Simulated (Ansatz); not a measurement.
A calculation on wurtzite CdSe returned lattice constant a 4.466 Å, lattice parameter c 7.307 Å, equilibrium volume per atom 31.56 Å³/atom, cohesive energy 1.90 eV/atom.

For reference: lattice constant a 4.298 Å (measured, temperature not stated, no zero-point or thermal correction; as tabulated in PVEducation, CdSe (wurtzite), citing its ref. 1); lattice parameter c 7.015 Å (measured, temperature not stated, no zero-point or thermal correction; as tabulated in PVEducation, CdSe (wurtzite), citing its ref. 1).

Question: Which level of theory produced these numbers?
A) HSE06 (Ansatz (an electronic-structure program))
B) BLYP (Ansatz)
C) r²SCAN-D4 (Ansatz)
D) rVV10 (Ansatz)

Answer: B, BLYP (Ansatz)

The others give: HSE06 4.348 Å, 7.090 Å, 29.01 Å³/atom, 2.39 eV/atom; rVV10 4.385 Å, 7.182 Å, 29.91 Å³/atom, 2.55 eV/atom; r²SCAN-D4 4.323 Å, 7.053 Å, 28.53 Å³/atom, 2.68 eV/atom.

Unless a cell is named, each level is at its own relaxed cell (BLYP 31.55, HSE06 29.02, r²SCAN-D4 28.54, rVV10 29.90 Å³/atom).

Caveats: the cell is over a tenth larger than the published one: the level's own overestimate first of all, though another phase or state, or a fault of the published cell, is possible (BLYP). Ansatz's density-functional and Hartree–Fock values are scalar-relativistic unless marked +SOC, with PAW data made under PBE.
